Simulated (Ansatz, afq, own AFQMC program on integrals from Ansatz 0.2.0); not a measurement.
# Where AFQMC and coupled cluster stand for GeH₄Br, doublet

```xyz
6

Br   -1.6636    0.0000    0.0000
H     0.2054    0.0000    0.0000
Ge    1.7354    0.0000    0.0000
H     2.2041   -1.4659    0.0000
H     2.2041    0.7330   -1.2695
H     2.2041    0.7330    1.2695
```

Connectivity, by distances: Br ··· GeH3, 1 bridging H.

Basis cc-pVTZ. Only valence electrons are correlated. Integrals, coupled cluster, full CI and functionals: Ansatz 0.2.0; the random walks run on the same integrals in our own AFQMC program. The CISD trial takes its coefficients from CCSD amplitudes. Released means that phaseless walkers are propagated on without the constraint, phases kept. ± is one standard error of the sampling. No spin–orbit coupling.

Determinant: UHF, the one that the program's search chose, which needn't be the lowest solution. The geometry is a point of a scan.

No full CI on the walks' own integrals is used here. The released AFQMC energy serves as the reference, which it does only where one determinant dominates, the energy is flat over the last release times and near the phaseless one (40 meV or 2 meV an electron, half that with transition metals). On small molecules, where full CI could be run and the noise was under 10 meV, such values lay within 10 meV of it in 19 cases of 20, a flattering rate, since the rule was set on those same cases; what remains of the bias isn't in the error bar.

Cautions: no relativity below Rb; no spin-orbit coupling; inner d shell frozen; the released value is read at 1.50 1/Eh (meV from the phaseless value at times in 1/Eh: -2 ± 6 at 0.24, -7 ± 8 at 0.51, -21 ± 10 at 0.99, -22 ± 9 at 1.50).

The T1 diagnostic is 0.0134 and the weight of the determinant in the CISD state is 0.853. The ⟨S²⟩ of the determinant is 0.768. The size of the correlated space is 15 electrons in 114 orbitals.

```tsv
level	correlation energy (eV)
MP2	-7.8442
CCSD	-9.0868
CCSD(T)	-9.3647
```

(1) Estimate where phaseless AFQMC with a CISD trial lies against CCSD(T) on the same integrals.

(1) 1.32 ± 0.36 mEh below CCSD(T).

Reference: AFQMC with the constraint released, correlation energy -9.423 ± 0.009 eV.

```json
{"level": "CCSD(T)", "E − E(reference) (mEh)": "2.13 ± 0.32", "share of correlation (%)": "99.39"}
{"level": "ph-AFQMC/CISD", "E − E(reference) (mEh)": "0.80 ± 0.48", "share of correlation (%)": "99.77"}
```

A walk keeps the symmetry of its determinant, which the program's search chose and which needn't be the lowest solution, so a lower state of the same spin and another symmetry isn't excluded. Released energies are given only where the last usable release times agree within the noise; a slower fall can still hide under it.
